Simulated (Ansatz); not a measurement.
**Two structures, one formula**

Two relaxed structures of CH$_{5}$OSi (charge +1), closed shell (PBE0-D4/def2-TZVP; forces vanish, vibrations not checked).

A:

```
atom    x (Å)    y (Å)    z (Å)
  C1  -0.6171   0.8308  -0.3568
 Si2   0.7299  -0.2268   0.2283
  O3   0.5947  -1.7534   0.5864
  H4  -1.5660   0.3016  -0.4541
  H5  -0.3318   1.2612  -1.3253
  H6  -0.7323   1.6714   0.3398
  H7   2.1070   0.2350   0.4333
  H8  -0.1844  -2.3198   0.5484
```

B:

```
atom    x (Å)    y (Å)    z (Å)
  C1  -0.5206   0.6954  -0.2988
 Si2   0.7179  -1.8979   0.6505
  O3   0.6008  -0.1480   0.1800
  H4  -1.3831   0.0373  -0.3376
  H5  -0.2550   1.0668  -1.2857
  H6  -0.6603   1.4974   0.4221
  H7   1.4217   0.3652   0.2447
  H8  -0.7564  -2.0405   0.3374
```

Program: Ansatz 0.2.0. Basis: def2-TZVPP. Cores are frozen in the correlated methods. B3LYP uses VWN-RPA correlation.

(1) Which structure is lower at CCSD(T), and by how much? (To be estimated.)

T1 diagnostic: at most 0.014. The restricted Hartree–Fock reference is unstable towards an unrestricted one at one or more of these structures.

Results:

(1) The calculation gives: A, by 48.00 kcal/mol (electronic energy, against the other). By their contacts, A is CH₅OSi ([CH3][SiH][OH]), total charge +1 and B is CH₅OSi ([CH3][OH][SiH]), total charge +1.

All methods give the same order:

```json
{"method": "PBE-D4", "E(B) − E(A) (kcal/mol)": "50.49"}
{"method": "r2SCAN-D4", "E(B) − E(A) (kcal/mol)": "55.95"}
{"method": "PBE0-D4", "E(B) − E(A) (kcal/mol)": "51.75"}
{"method": "B3LYP-D4", "E(B) − E(A) (kcal/mol)": "48.91"}
{"method": "wB97M-V", "E(B) − E(A) (kcal/mol)": "48.50"}
{"method": "HF", "E(B) − E(A) (kcal/mol)": "48.80"}
{"method": "MP2", "E(B) − E(A) (kcal/mol)": "53.52"}
{"method": "CCSD", "E(B) − E(A) (kcal/mol)": "47.59"}
{"method": "CCSD(T)", "E(B) − E(A) (kcal/mol)": "48.00"}
```

Labels in which every atom is bracketed show which atoms are joined, not bond orders.

For scale, one of the runs: CCSD(T)/def2-TZVPP, 174 basis functions, launched by `ansatz run in.yaml --threads 2 --pin off --events-out ev --progress --plain --max-ram 4352MiB`. Time: 22 s of wall clock on 2 CPU threads of an Arm Neoverse V2; the host was shared. Peak host memory: 1.5 GiB.
